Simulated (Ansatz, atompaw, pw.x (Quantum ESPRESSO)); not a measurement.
## From atom to crystal: PAW (atompaw) potential for tantalum (Ta)

tantalum, PAW, made with atompaw 4.2.0.5 (PBE, scalar-relativistic). Core [Kr] 4d10 4f14, reference 5s2 5p6 5d3 6s2 6p0. Waves: 5s (bound): rc 1.65 bohr; 6s (bound): rc 2.30 bohr; 5p (bound): rc 2.10 bohr; 6p (bound, empty): rc 2.30 bohr; 5d (bound): rc 2.30 bohr; 5d channel at 4.3 Ry: rc 2.30 bohr. Local part: bessel scheme, radius 1.90 bohr. Core correction: smooth core density matched at 2.30 bohr. Augmentation charge: besselshape compensation charge, radius 2.05 bohr; PAW radius 2.30 bohr; waves and projectors: custom rrkj vanderbiltortho.

Atomic tests: cutoffs needed: 21 Ry and 40 Ry (the cutoffs (Ry, on a coarse ladder) from which the occupation-weighted sum of valence levels, in a spherical-Bessel basis at the reference potential, stays within 10 and 1 mRy of its value at 400 Ry); ghost test: no extra level below or beside the all-electron valence levels (s, p, d, f tested) (spherical-Bessel basis up to 400 Ry, 20 bohr box); lowest eigenvalue of the overlap operator: 0.10 (p channel).

Crystal test: bcc Ta in pw.x 7.5, no spin, 14³ k-points, Fermi–Dirac smearing 0.01 Ry, cutoffs 50/500 Ry. The reference is all-electron LAPW (Ansatz 0.2.0) with the same functional, mesh and smearing; V0 and B0 come from Birch–Murnaghan fits to the pressures at five volumes. Errors are pseudo minus all-electron; Δ is the rms difference of the E(V) curves that follow from these fits, minima aligned, over ±6 % about the mean V0. Mesh and smearing are coarse, so the numbers serve the comparison and aren't converged zero-temperature values; the lattice is a test structure that the element need not adopt.

```tsv
V (Å³/atom)	P all-electron (GPa)	P pseudo (GPa)
17.282	12.43	11.80
17.737	6.48	5.88
18.192	1.22	0.65
18.647	-3.44	-3.98
19.102	-7.57	-8.07
```

All-electron: a0 = 3.321 Å (V0 = 18.31 Å³/atom), B0 = 193.2 GPa.

Pseudopotential: mean pressure error (GPa): -0.57; a0 (Å): 3.317; a0 error (%): -0.10; B0 error (%): +0.5; Δ (meV/atom): 2.2.

Question: At the middle volume, how do free energy and pressure move when the wave cutoff is lowered (ecutrho held at 500 Ry)?

Answer:

```
cutoff (Ry)  shift of F (meV/atom)  shift of P (GPa)
         22                 +240.1             -9.59
         30                  +49.2             -0.73
         40                   +6.5             -0.19
```

Input at the middle volume:

```
&control
  calculation='scf', prefix='x', pseudo_dir='./', outdir='./tmp', tstress=.true., disk_io='low'
/
&system
  ibrav=0, nat=1, ntyp=1, ecutwfc=50, ecutrho=500, nbnd=14,
  occupations='smearing', smearing='fd', degauss=0.01
/
&electrons
  conv_thr=1e-09, mixing_beta=0.4, electron_maxstep=70
/
ATOMIC_SPECIES
Ta 1.0 Ta.UPF
CELL_PARAMETERS angstrom
  -1.65681297 1.65681297 1.65681297
  1.65681297 -1.65681297 1.65681297
  1.65681297 1.65681297 -1.65681297
ATOMIC_POSITIONS crystal
Ta 0.0000 0.0000 0.0000
K_POINTS automatic
14 14 14 0 0 0
```

```bash
pw.x < Ta.scf.in > Ta.scf.out
```

Lines of the output:

```
Message from routine setup:
     using ibrav=0 with symmetry is DISCOURAGED, use correct ibrav instead
     lattice parameter (alat)  =       5.4229  a.u.
     unit-cell volume          =     122.7657 (a.u.)^3
     number of electrons       =        13.00
     number of Kohn-Sham states=           14
     kinetic-energy cutoff     =      50.0000  Ry
     charge density cutoff     =     500.0000  Ry
     scf convergence threshold =      1.0E-09
     Exchange-correlation= SLA PW PBX PBC
     number of k points=   104  Fermi-Dirac smearing, width (Ry)=  0.0100
     iteration #  1     ecut=    50.00 Ry     beta= 0.40
     total energy              =    -727.13838213 Ry
     estimated scf accuracy    <       0.02514327 Ry
     iteration #  2     ecut=    50.00 Ry     beta= 0.40
     total energy              =    -727.13959088 Ry
     estimated scf accuracy    <       0.00499570 Ry
     iteration #  3     ecut=    50.00 Ry     beta= 0.40
     total energy              =    -727.14054213 Ry
     estimated scf accuracy    <       0.00055191 Ry
     iteration #  4     ecut=    50.00 Ry     beta= 0.40
     total energy              =    -727.14057859 Ry
     estimated scf accuracy    <       0.00000726 Ry
     iteration #  5     ecut=    50.00 Ry     beta= 0.40
     total energy              =    -727.14058725 Ry
     estimated scf accuracy    <       0.00000057 Ry
     iteration #  6     ecut=    50.00 Ry     beta= 0.40
     total energy              =    -727.14058687 Ry
     estimated scf accuracy    <       0.00000099 Ry
     iteration #  7     ecut=    50.00 Ry     beta= 0.40
     total energy              =    -727.14058696 Ry
     estimated scf accuracy    <          7.5E-09 Ry
     iteration #  8     ecut=    50.00 Ry     beta= 0.40
     total energy              =    -727.14058696 Ry
     estimated scf accuracy    <          1.0E-09 Ry
     iteration #  9     ecut=    50.00 Ry     beta= 0.40
     the Fermi energy is    17.8172 ev
!    total energy              =    -727.14058696 Ry
     estimated scf accuracy    <          7.1E-11 Ry
     smearing contrib. (-TS)   =      -0.00558535 Ry
     The total energy is F=E-TS. E is the sum of the following terms:
     one-electron contribution =     -12.20391525 Ry
     hartree contribution      =      17.19419686 Ry
     xc contribution           =     -14.34563084 Ry
     ewald contribution        =     -98.21872040 Ry
     one-center paw contrib.   =    -619.56093198 Ry
     convergence has been achieved in   9 iterations
          total   stress  (Ry/bohr**3)                   (kbar)     P=        6.46
```

The run at the middle volume (104 k-points, 9 iterations) took about 12 s on one core of a shared host (Intel(R) Xeon(R) 6975P-C, 192 threads, 378 GiB, load 38).
